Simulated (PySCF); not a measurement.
ethane (C₂H₆), SMILES CC. Atoms are numbered in the order given.

```xyz
8

C      0.0000     0.0000    -0.7634
C      0.0000     0.0000     0.7634
H     -0.8824    -0.5094    -1.1597
H      0.8824    -0.5094    -1.1597
H      0.0000     1.0189    -1.1597
H     -0.8824     0.5094     1.1597
H      0.8824     0.5094     1.1597
H      0.0000    -1.0189     1.1597
```

Geometry: ωB97X-D3(BJ)/def2-TZVP.

Computed with ωB97X-D3(BJ)/def2-TZVP in PySCF.

Frequencies are harmonic and unscaled.

Modes within 1.5 cm⁻¹ of each other (mostly degenerate sets) share a row, with their intensities summed.

Computed vibrational spectrum:
| mode | ν (cm⁻¹) | IR (km/mol) | Raman (Å⁴/amu) | depolarisation | moving atoms (share of kinetic energy) |
|---|---|---|---|---|---|
| 1 | 305 | 0.0 | 0.0 | – | H 100 % |
| 2–3 | 829 | 7.5 | 0.0 | – | H 95 % |
| 4 | 1023 | 0.0 | 11.8 | 0.21 | C 73 %, H 27 % |
| 5–6 | 1227 | 0.0 | 1.1 | 0.75 | H 66 %, C 34 % |
| 7 | 1413 | 2.3 | 0.0 | – | H 83 %, C 17 % |
| 8 | 1437 | 0.0 | 1.0 | 0.60 | H 76 %, C 24 % |
| 9–10 | 1509 | 0.0 | 40.4 | 0.75 | H 99 % |
| 11–12 | 1511 | 22.1 | 0.0 | – | H 94 % |
| 13 | 3059 | 57.9 | 0.0 | – | H 97 % |
| 14 | 3061 | 0.0 | 271.6 | 0.01 | H 97 % |
| 15–16 | 3116 | 0.0 | 263.8 | 0.75 | H 91 %, C 9 % |
| 17–18 | 3139 | 128.3 | 0.0 | – | H 91 %, C 9 % |
